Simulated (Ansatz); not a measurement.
A made-up structure of MgSiH$_{3}$F, closed shell:

F1  (0.932, -3.024, 1.372)
Mg2  (0.458, -1.484, 0.674)
Si3  (-0.233, 0.756, -0.343)
H4  (-1.480, 0.646, -1.157)
H5  (0.817, 1.314, -1.245)
H6  (1.440, -3.433, 2.006)
(Å)

It is relaxed with PBE-D4/def2-SVP and then PBE0-D4/def2-TZVP (Ansatz 0.2.0). Atoms count as bonded within 1.22 times the sum of their covalent radii (H–H: 0.88 Å). The end point is not checked to be a true minimum.

(1) Does its bonding change? (Judge from chemistry; the calculation decides.)

Results:

(1) The calculation gives: Yes. Formed: Si3–H6; broken: F1–H6.

Where it ends: The first stage lowers the energy by 4.03 eV in 47 steps. It ends as MgSiH₃F ([F][Mg][SiH3]):
```tsv
atom	x (Å)	y (Å)	z (Å)
F1	0.7629	-4.2878	0.3773
Mg2	0.5383	-2.5482	0.2948
Si3	0.2123	-0.0164	0.1779
H4	-1.1926	0.3563	-0.1615
H5	1.0834	0.6174	-0.8552
H6	0.5302	0.6536	1.4733
```

Labels in which every atom is bracketed show which atoms are joined, not bond orders.

For scale, one of the runs: PBE0-D4/def2-TZVP relaxation, 118 basis functions, launched by `ansatz run in.yaml --threads 2 --pin off --events-out ev --progress --plain --max-ram 4352MiB`. The run took about 9.5 s on 2 CPU threads of an Arm Neoverse V1 (shared host).
